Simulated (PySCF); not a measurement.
# 2H-Pyran, tetrahydro- (C5H10O): NMR shifts, electronic excitations and K edges in gas and solvents, part 2 of 2

PySCF 2.14.0. Atoms count from 0.

## 7. Ultraviolet spectrum: CAM-B3LYP/def2-SVPD

The job: settings as JSON, then the geometry in Å.

```
{"job": {"kind": "uv", "xc": "CAM-B3LYP", "basis": "def2-SVPD", "dynamic": true, "nstates": 6, "ntriplets": 0}, "charge": 0, "multiplicity": 1}
C     -0.022820     1.053684     0.767589
C     -1.215628     0.479288     0.009427
C     -0.961857    -0.979892    -0.339763
O      0.229928    -1.145925    -1.062132
C      1.357495    -0.702706    -0.352879
C      1.264290     0.775312    -0.002609
H      0.038988     0.575712     1.762516
H     -0.150714     2.132923     0.947354
H     -2.144337     0.568747     0.596075
H     -1.367489     1.043626    -0.926649
H     -0.927920    -1.584078     0.592992
H     -1.769588    -1.387018    -0.966279
H      1.478178    -1.297587     0.578694
H      2.231430    -0.907842    -0.989195
H      2.151161     1.079568     0.576784
H      1.271879     1.360057    -0.938357
```

With the program's defaults for keys left out, this is: TDDFT CAM-B3LYP/def2-SVPD, vertical, gas phase, core orbitals frozen in the response.

What it wrote:

```text
coarse grid: 12720 points
cycle   1  E = -271.3229209807  dE =  8.276e-01  |g| = 5.515e-01  |ddm| = 5.521e+00
cycle   2  E = -271.2995977041  dE =  2.332e-02  |g| = 6.894e-01  |ddm| = 1.468e+00
cycle   3  E = -271.3851583184  dE = -8.556e-02  |g| = 5.731e-02  |ddm| = 7.531e-01
cycle   4  E = -271.3857140435  dE = -5.557e-04  |g| = 2.397e-02  |ddm| = 1.004e-01
cycle   5  E = -271.3858497444  dE = -1.357e-04  |g| = 5.755e-03  |ddm| = 4.212e-02
cycle   6  E = -271.3858575711  dE = -7.827e-06  |g| = 7.760e-04  |ddm| = 1.142e-02
final grid: 120968 points
cycle   7  E = -271.4468364807  dE = -3.821e-05  |g| = 3.949e-03  |ddm| = 9.057e-02
cycle   8  E = -271.4468362449  dE =  2.358e-07  |g| = 4.291e-03  |ddm| = 1.228e-02
cycle   9  E = -271.4468401397  dE = -3.895e-06  |g| = 4.072e-04  |ddm| = 5.144e-03
cycle  10  E = -271.4468401617  dE = -2.208e-08  |g| = 2.438e-04  |ddm| = 7.541e-04
cycle  11  E = -271.4468401740  dE = -1.224e-08  |g| = 2.297e-05  |ddm| = 3.623e-04
cycle  12  E = -271.4468401741  dE = -1.370e-10  |g| = 4.742e-06  |ddm| = 7.270e-05
converged SCF energy = -271.4468401741

Static polarisability (au): isotropic 62.556, principal 57.566 62.650 67.452

Singlet excitations
state   eV       nm        f      main configurations
  1   7.2106    171.9   0.00812   H->L 0.83
  2   7.7730    159.5   0.06133   H->L+2 0.80, H->L+3 0.12
  3   7.9178    156.6   0.04127   H->L+1 0.93
  4   8.0690    153.7   0.00668   H->L+3 0.56, H->L+5 0.18, H->L 0.11
  5   8.4275    147.1   0.00508   H->L+5 0.55, H-1->L 0.19, H->L+3 0.09
  6   8.4773    146.3   0.00458   H-1->L 0.61, H->L+3 0.11, H->L+5 0.09
```

Wall time 1.8 min (1 thread of AMD EPYC, shared host); peak memory 0.96 GiB.

The orbitals next to the gap, with their largest atomic shares:

```
orbital      eV                        atoms
 HOMO−3  -10.86    C0 26 %, H6 16 %, C1 13 %
 HOMO−2  -10.58    C0 20 %, C5 17 %, C1 16 %
 HOMO−1   -9.91    O3 36 %, C2 12 %, C4 12 %
   HOMO   -8.66      O3 52 %, C2 9 %, C4 9 %
   LUMO    1.40      C0 12 %, C5 9 %, C1 9 %
 LUMO+1    1.97   H8 11 %, H14 11 %, C1 10 %
 LUMO+2    2.01  H10 11 %, H12 11 %, O3 11 %
```

With each of the 6 states as a Gaussian band of 0.4 eV half-width at 1/e, the curve within the window shown has maxima at 158 nm (ε 4,300) L/(mol cm). Beyond the last state computed it falls off for lack of states. The curve at chosen wavelengths:

nm, ε (L/mol/cm) and a bar:
```
      141        234 #
      143        408 ###
      145        661 ####
      147       1041 #######
      148       1296 #########
      150       1951 ##############
      152       2750 ###################
      154       3539 #########################
      156       4105 #############################
      158       4283 ##############################
      159       4208 #############################
      161       3778 ##########################
      163       3105 ######################
      165       2372 ################
      167       1717 ############
      169       1207 ########
      170       1009 #######
      172        710 #####
      174        507 ###
      176        366 ##
      178        262 ##
      180        184 #
      181        152 #
      183        100 
      185         63 
      187         38
```

Leading natural transition orbitals of singlet state 2: the hole lies on O3 55 %; C1, C5 about 7 % each; the particle on 4 H atoms about 16 % each.

Leading natural transition orbitals of singlet state 1: the hole lies on O3 57 %; C1, C5 about 7 % each; the particle on H11, H12, H13 about 13 % each; H10 11 %; O3 10 %.

Further results of this job:

```
           property  computed  measured
  dipole moment (D)      1.55      1.74
polarisability (Å³)      9.27         –
 HOMO–LUMO gap (eV)     10.06         –
      −ε(HOMO) (eV)      8.66         –
C6 with itself (au)      1801         –
```

Measured: gas; NIST CCCBDB Release 22 (SRD 101), experimental dipoles.

The fields below are evaluated on a grid from the run's orbitals.

Frontier orbitals at CAM-B3LYP/def2-SVPD, with the share of their density that lies nearest to each atom:

```
orbital  energy (eV)                                                                      lies on
   HOMO        -8.66                                               O3 54 %; C1, C5 about 7 % each
   LUMO         1.40  4 H atoms about 11 % each; 4 H atoms about 8 % each; H9, H15 about 6 % each
```

ELF in a plane through or near 8 of the atoms.

Ten even steps from '0' (0.00) to '9' (1.00):
```
0000000000000000000000000000
0000000000000000000000000000
0000000000000000000000000000
0000000000028998200000000000
0000000000049999400000000000
0000000000039999200000000000
0000146641117997101466410000
0000589986567557646999850000
0000589993138779323999850000
0000024663335225212654200000
0000000138994004998310000000
0000013674225555224763100000
0000279997128778228999720000
0000499998537887358999940000
0000169994106886114999610000
0000001210004664000231000000
0000000000000220000000000000
0000000000000000000000000000
0000000000000000000000000000
0000000000000000000000000000
```
The map spans 9.5 Å across and 9.8 Å up, centred on the molecule. Atoms in the plane (x, y in Å): C1 (1.2, 0.5), C2 (1.2, -1.0), O3 (0.0, -1.5), C4 (-1.2, -1.0), C5 (-1.2, 0.5), H7 (0.0, 2.3), H11 (2.0, -1.5), H13 (-2.0, -1.5).

log10 of the density (e/Å³) in the same plane.

Values, 10 rows by 14 columns:
```
-4.0 -4.0 -4.0 -4.0 -4.0 -4.0 -4.0 -4.0 -4.0 -4.0 -4.0 -4.0 -4.0 -4.0
-4.0 -4.0 -4.0 -4.0 -4.0 -3.3 -2.7 -2.6 -3.0 -3.5 -4.0 -4.0 -4.0 -4.0
-4.0 -4.0 -3.6 -3.2 -2.8 -2.0 -1.1 -0.8 -1.6 -2.4 -2.9 -3.4 -4.0 -4.0
-4.0 -3.4 -2.4 -1.6 -1.2 -1.0 -0.3 -0.1 -0.8 -1.1 -1.3 -1.9 -3.0 -4.0
-4.0 -3.0 -1.8 -0.8  0.1  0.5  0.1  0.0  0.3  0.3 -0.2 -1.3 -2.6 -3.8
-4.0 -3.3 -2.3 -1.5 -0.5  0.2 -0.3 -0.7  0.1  0.1 -0.9 -1.9 -2.9 -4.0
-4.0 -3.3 -2.0 -0.9  0.1  0.3  0.3  0.5  0.2  0.3 -0.2 -1.5 -2.8 -4.0
-4.0 -3.5 -2.4 -1.5 -0.9 -1.0 -0.4 -0.1 -0.9 -0.9 -1.1 -1.9 -3.1 -4.0
-4.0 -4.0 -3.6 -3.0 -2.8 -2.6 -2.1 -2.0 -2.4 -2.7 -2.8 -3.3 -4.0 -4.0
-4.0 -4.0 -4.0 -4.0 -4.0 -4.0 -3.6 -3.6 -3.8 -4.0 -4.0 -4.0 -4.0 -4.0
```
The map spans 9.5 Å across and 9.8 Å up, centred on the molecule. Atoms in the plane (x, y in Å): C1 (1.2, 0.5), C2 (1.2, -1.0), O3 (0.0, -1.5), C4 (-1.2, -1.0), C5 (-1.2, 0.5), H7 (0.0, 2.3), H11 (2.0, -1.5), H13 (-2.0, -1.5).

On the surface of density 0.002 e/bohr³ the electrostatic potential runs, from the 1st to the 99th percentile, from -1.58 V near O3 to 0.63 V near H14.

## 8. Excited states and response: CAM-B3LYP/def2-SVPD in chloroform

The job, as its differences from that of step 7:

```diff
@@ -1,2 +1,2 @@
-{"job": {"kind": "uv", "xc": "CAM-B3LYP", "basis": "def2-SVPD", "dynamic": true, "nstates": 6, "ntriplets": 0}, "charge": 0, "multiplicity": 1}
+{"job": {"kind": "uv", "xc": "CAM-B3LYP", "basis": "def2-SVPD", "solvent": "chloroform", "nstates": 6, "ntriplets": 0}, "charge": 0, "multiplicity": 1}
 C     -0.022820     1.053684     0.767589
```

Method: TDDFT CAM-B3LYP/def2-SVPD, vertical, IEF-PCM chloroform (non-equilibrium linear response), core orbitals frozen in the response.

What it wrote:

```text
coarse grid: 12720 points
cycle   1  E = -271.3297171789  dE =  8.212e-01  |g| = 5.395e-01  |ddm| = 5.522e+00
cycle   2  E = -271.3119869202  dE =  1.773e-02  |g| = 6.570e-01  |ddm| = 1.391e+00
cycle   3  E = -271.3886831820  dE = -7.670e-02  |g| = 5.426e-02  |ddm| = 6.912e-01
cycle   4  E = -271.3891888273  dE = -5.056e-04  |g| = 2.275e-02  |ddm| = 9.624e-02
cycle   5  E = -271.3893111030  dE = -1.223e-04  |g| = 5.190e-03  |ddm| = 3.936e-02
cycle   6  E = -271.3893175445  dE = -6.441e-06  |g| = 6.623e-04  |ddm| = 1.055e-02
final grid: 120968 points
cycle   7  E = -271.4502760769  dE = -3.835e-05  |g| = 3.903e-03  |ddm| = 9.014e-02
cycle   8  E = -271.4502759308  dE =  1.460e-07  |g| = 4.211e-03  |ddm| = 1.222e-02
cycle   9  E = -271.4502796236  dE = -3.693e-06  |g| = 4.106e-04  |ddm| = 5.030e-03
cycle  10  E = -271.4502796468  dE = -2.317e-08  |g| = 2.322e-04  |ddm| = 7.077e-04
cycle  11  E = -271.4502796580  dE = -1.127e-08  |g| = 1.815e-05  |ddm| = 3.578e-04
cycle  12  E = -271.4502796581  dE = -9.209e-11  |g| = 4.498e-06  |ddm| = 5.974e-05
converged SCF energy = -271.4502796581

Static polarisability (au): isotropic 77.079, principal 73.070 76.428 81.739

Singlet excitations
state   eV       nm        f      main configurations
  1   7.2311    171.5   0.00527   H->L 0.82
  2   7.8494    158.0   0.08900   H->L+2 0.72, H->L+3 0.21
  3   8.0502    154.0   0.04961   H->L+1 0.92
  4   8.1164    152.8   0.01135   H->L+3 0.50, H->L+4 0.16, H->L 0.12
  5   8.4702    146.4   0.00478   H-1->L 0.74, H->L+4 0.10
  6   8.5584    144.9   0.00061   H->L+4 0.57, H->L+3 0.18
```

Wall time 82 s (1 thread of AMD EPYC, shared host); peak memory 0.98 GiB.

Key values: HOMO -8.67 eV, LUMO 1.52 eV; lowest singlet 7.23 eV.

## 9. Excited states and response: CAM-B3LYP/def2-SVPD in water

The job, as its differences from that of step 8:

```diff
@@ -1,2 +1,2 @@
-{"job": {"kind": "uv", "xc": "CAM-B3LYP", "basis": "def2-SVPD", "solvent": "chloroform", "nstates": 6, "ntriplets": 0}, "charge": 0, "multiplicity": 1}
+{"job": {"kind": "uv", "xc": "CAM-B3LYP", "basis": "def2-SVPD", "solvent": "water", "nstates": 6, "ntriplets": 0}, "charge": 0, "multiplicity": 1}
 C     -0.022820     1.053684     0.767589
```

Level: TDDFT CAM-B3LYP/def2-SVPD, vertical, IEF-PCM water (non-equilibrium linear response), core orbitals frozen in the response.

What it wrote:

```text
coarse grid: 12720 points
cycle   1  E = -271.3323395321  dE =  8.187e-01  |g| = 5.355e-01  |ddm| = 5.522e+00
cycle   2  E = -271.3161936475  dE =  1.615e-02  |g| = 6.468e-01  |ddm| = 1.370e+00
cycle   3  E = -271.3902232716  dE = -7.403e-02  |g| = 5.348e-02  |ddm| = 6.746e-01
cycle   4  E = -271.3907185725  dE = -4.953e-04  |g| = 2.239e-02  |ddm| = 9.490e-02
cycle   5  E = -271.3908369950  dE = -1.184e-04  |g| = 4.985e-03  |ddm| = 3.867e-02
cycle   6  E = -271.3908430029  dE = -6.008e-06  |g| = 6.189e-04  |ddm| = 1.030e-02
final grid: 120968 points
cycle   7  E = -271.4517919169  dE = -3.839e-05  |g| = 3.897e-03  |ddm| = 8.991e-02
cycle   8  E = -271.4517918021  dE =  1.148e-07  |g| = 4.196e-03  |ddm| = 1.220e-02
cycle   9  E = -271.4517954395  dE = -3.637e-06  |g| = 4.149e-04  |ddm| = 5.005e-03
cycle  10  E = -271.4517954638  dE = -2.426e-08  |g| = 2.280e-04  |ddm| = 7.010e-04
cycle  11  E = -271.4517954747  dE = -1.097e-08  |g| = 1.665e-05  |ddm| = 3.585e-04
cycle  12  E = -271.4517954748  dE = -8.163e-11  |g| = 4.537e-06  |ddm| = 5.695e-05
converged SCF energy = -271.4517954748

Static polarisability (au): isotropic 84.735, principal 82.702 83.238 88.264

Singlet excitations
state   eV       nm        f      main configurations
  1   7.2266    171.6   0.00244   H->L 0.83
  2   7.8943    157.1   0.08400   H->L+1 0.68, H->L+3 0.26
  3   8.1151    152.8   0.04535   H->L+2 0.92
  4   8.1518    152.1   0.01294   H->L+3 0.49, H->L+1 0.14, H->L+4 0.14
  5   8.4746    146.3   0.00196   H-1->L 0.76
  6   8.6178    143.9   0.00080   H->L+4 0.64, H->L+3 0.14
```

It took 78 s on 1 thread of AMD EPYC, shared host; peak memory 0.99 GiB.

In short: HOMO -8.70 eV, LUMO 1.54 eV; lowest singlet 7.23 eV.

## 10. K-edge absorption: BHandHLYP/aug-pcX-1+pcseg-1

The job, as its differences from that of step 9:

```diff
@@ -1,2 +1,2 @@
-{"job": {"kind": "uv", "xc": "CAM-B3LYP", "basis": "def2-SVPD", "solvent": "water", "nstates": 6, "ntriplets": 0}, "charge": 0, "multiplicity": 1}
+{"job": {"kind": "xas", "xc": "BHandHLYP", "basis": {"default": "aug-pcX-1", "H": "pcseg-1"}}, "charge": 0, "multiplicity": 1}
 C     -0.022820     1.053684     0.767589
```

With the program's defaults for keys left out, this is: core-valence-separated TDA BHandHLYP/aug-pcX-1 H:pcseg-1, K edges, non-relativistic, gas phase.

What it wrote:

```text
coarse grid: 12720 points
cycle   1  E = -271.4645683241  dE =  8.543e-01  |g| = 5.375e-01  |ddm| = 4.478e+00
cycle   2  E = -271.4650658627  dE = -4.975e-04  |g| = 5.821e-01  |ddm| = 9.622e-01
cycle   3  E = -271.5223493566  dE = -5.728e-02  |g| = 6.331e-02  |ddm| = 5.306e-01
cycle   4  E = -271.5229852570  dE = -6.359e-04  |g| = 2.293e-02  |ddm| = 8.361e-02
cycle   5  E = -271.5231022556  dE = -1.170e-04  |g| = 5.616e-03  |ddm| = 3.224e-02
cycle   6  E = -271.5231092364  dE = -6.981e-06  |g| = 8.086e-04  |ddm| = 9.271e-03
final grid: 120968 points
cycle   7  E = -271.5694545854  dE = -8.124e-05  |g| = 3.705e-03  |ddm| = 6.522e-02
cycle   8  E = -271.5694548711  dE = -2.857e-07  |g| = 3.261e-03  |ddm| = 9.184e-03
cycle   9  E = -271.5694572078  dE = -2.337e-06  |g| = 3.748e-04  |ddm| = 4.482e-03
cycle  10  E = -271.5694572266  dE = -1.883e-08  |g| = 2.079e-04  |ddm| = 6.487e-04
cycle  11  E = -271.5694572344  dE = -7.847e-09  |g| = 2.077e-05  |ddm| = 2.080e-04
cycle  12  E = -271.5694572345  dE = -9.936e-11  |g| = 5.316e-06  |ddm| = 4.174e-05
converged SCF energy = -271.5694572345

C K edge
   eV          f      from atoms
  285.443   0.02098   C1 C5
  285.444   0.01052   C5 C1
  285.498   0.01676   C0
  285.930   0.00834   C0 C5 C1
  285.940   0.00503   C5 C1
  285.945   0.06232   C1 C0 C5
  286.657   0.00275   C1 C5
  286.659   0.00077   C5 C1
  286.717   0.00028   C0
  286.722   0.03617   C2 C4
  286.724   0.01757   C4 C2
  286.898   0.00448   C1
  286.900   0.00303   C5
  286.997   0.00115   C0
  287.225   0.01411   C2 C4
  287.226   0.04653   C4 C2
  287.313   0.00787   C1
  287.316   0.00489   C5
  287.374   0.00680   C0
  287.489   0.00019   C1 C5
  287.493   0.00058   C5 C1
  287.510   0.00128   C1 C5
  287.513   0.00051   C5 C1
  287.551   0.00043   C0

O K edge
   eV          f      from atoms
  533.740   0.00115   O3
  533.955   0.01373   O3
  534.276   0.00165   O3
  534.324   0.00677   O3
  534.503   0.00439   O3
  535.008   0.01835   O3
  535.298   0.00625   O3
  535.335   0.00463   O3
```

It took 62 s on 1 thread of AMD EPYC, shared host; peak memory 0.99 GiB.

## 11. Side by side: NMR shifts

Shifts (ppm), means over like atoms, with basis size and wall time:

```
                           run    C2    C1    C0   H10    H6    H8    O3  functions  time
   PBE0/pcSseg-1 in chloroform  70.0  29.1  26.2  3.54  1.48  1.34  49.8        152  54 s
        PBE0/pcSseg-1 in water  70.2  29.3  26.2  3.57  1.51  1.35  49.5        152  46 s
   WP04/pcSseg-1 in chloroform  71.1  30.2  27.8  3.39  1.42  1.31  47.9        152  41 s
wB97X-D/pcSseg-1 in chloroform  69.5  28.5  25.5  3.50  1.43  1.30  42.2        152  61 s
```

## 12. Run by run: electronic excitations

Excitations and ground-state properties, with basis size and wall time:

```
                              run  lowest singlet (eV)  brightest (eV)      f  gap (eV)  α (Å³)  μ (D)  functions     time
              CAM-B3LYP/def2-SVPD                 7.21            7.77  0.061     10.06    9.27   1.55        203  1.8 min
CAM-B3LYP/def2-SVPD in chloroform                 7.23            7.85  0.089     10.19   11.42   1.92        203     82 s
     CAM-B3LYP/def2-SVPD in water                 7.23            7.89  0.084     10.23   12.56   2.12        203     78 s
```

The continuum's effect on the ground state:

```
   solvent      ε  polarisation energy (Eh)  μ (D)
chloroform   4.71                   -0.0038   1.92
     water  78.36                   -0.0058   2.12
```

## 13. Summary of results

What follows sums up all 2 parts.

| quantity | value |
| --- | --- |
| point group | Cs |
| rotational constants (main isotopes) | 4.71, 4.54, 2.62 GHz |
| 13C shifts against TMS (PBE0/pcSseg-1, chloroform, means over atoms taken as alike) | 70.0, 29.1, 26.2 ppm |
| 1H shifts against TMS (PBE0/pcSseg-1, chloroform, means over atoms taken as alike) | 3.54, 1.48, 1.34 ppm |
| 17O shifts against H2O (PBE0/pcSseg-1, chloroform) | 49.8 ppm |
| lowest singlet (CAM-B3LYP/def2-SVPD) | 7.21 eV (172 nm), f = 0.008 |
| brightest single state of those computed | state 2, 7.77 eV, f = 0.061 |
| surface potential, 1st and 99th percentile | -1.58 V and 0.63 V |
| C K edge | first line 285.44 eV, strongest 285.94 eV (f = 0.062) |
| O K edge | first line 533.74 eV, strongest 535.01 eV (f = 0.018) |
| range of the shift of O3 (PBE0/pcSseg-1 runs) | 49.5 to 49.8 ppm |
| range of the lowest singlet | 7.21 to 7.23 eV |

Relaxing lowered the energy by 0.032 eV in 3 steps; the close pair that moved most is C0–H6, from 1.093 to 1.106 Å. The most deshielded carbon is C2, C4 (mean) (sp3 CH2 bonded to O), at 70.0 ppm: pulled downfield by the heteroatom. At PBE0/pcSseg-1: Shielding is most anisotropic at O3 (span 98 ppm, paramagnetic term -105 ppm). The lowest singlet, at 7.21 eV, is HOMO→LUMO 0.83 and is weak; of the 6 states computed, the strongest absorption comes from state 2 at 7.77 eV. The dipole moment, 1.55 D, compares with 1.74 D measured (one conformer here). At the O edge the strongest single line lifts a 1s electron of O3 into several orbitals, led by LUMO+4 (weight 0.47), 1.3 eV above the first line. Absolute edge energies from this method are off by several eV; spacings are better. At one level, PBE0/pcSseg-1: In ppm, O3 moves most: its shift spreads over 0.3 ppm, from 49.5 (PBE0/pcSseg-1 in water) to 49.8 (PBE0/pcSseg-1 in chloroform). The lowest singlet runs from 7.21 eV (CAM-B3LYP/def2-SVPD) to 7.23 eV (CAM-B3LYP/def2-SVPD in chloroform), while the orbital gap spans 10.06 to 10.23 eV. The lowest state need not be the same one in every run.
